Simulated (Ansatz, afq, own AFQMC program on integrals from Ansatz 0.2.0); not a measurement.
**Cl, doublet in 6-31G, levels against full CI**

A free Cl atom.

Basis 6-31G. Only valence electrons are correlated. AFQMC by an in-house program on the Cholesky factors that Ansatz 0.2.0 writes for its CCSD(T) run. The CISD trial takes its coefficients from CCSD amplitudes. Released means that phaseless walkers are propagated on without the constraint, phases kept. Free projection: walkers drawn from exp(T), propagated without any constraint. Its projection time is finite, and what remains of the start isn't in its error. Error bars are statistical, one sigma.

Determinant: UHF, the one that the program's search chose, which needn't be the lowest solution.

Full CI on the same integrals is exact in this basis and with this determinant's frozen core.

- T1 diagnostic: 0.0047
- weight of the determinant in the CISD state: 0.984
- ⟨S²⟩ of the determinant: 0.751
- size of the correlated space: 7 electrons in 8 orbitals

Reference: full CI, correlation energy -0.841 eV. The released energy is read at 1.50 1/Eh (meV from the phaseless value at times in 1/Eh: -0.1 ± 0.3 at 0.24, -0.16 ± 0.22 at 0.50, -0.17 ± 0.14 at 1.00, -0.7 ± 0.5 at 1.50).

```tsv
level	E − E(reference) (meV)	share of correlation (%)
HF	841.3	0.00
MP2	153.8	81.72
CCSD	8.9	98.94
CCSD(T)	1.1	99.86
CCSDT	-0.7	100.09
CCSDT(Q)	-0.1	100.01
CCSDTQ	0.0	100.00
ph-AFQMC/HF	11.6 ± 8.5	98.63
ph-AFQMC/CISD	0.2 ± 0.3	99.98
released AFQMC	-0.6 ± 0.5	100.07
free AFQMC	0.3 ± 0.2	99.96
```

CCSDT and higher add their correlation energy to the determinant of the CCSD(T) run, since their own runs factorise the integrals more tightly (a shift of under 2 meV). Free projections are given only where their last times agree within the noise and don't stop above the reference; a slow remainder of the start can still hide under it. A walk keeps the symmetry of its determinant, which the program's search chose and which needn't be the lowest solution, so a lower state of the same spin and another symmetry isn't excluded. Released energies are given only where the last usable release times agree within the noise; a slower fall can still hide under it.
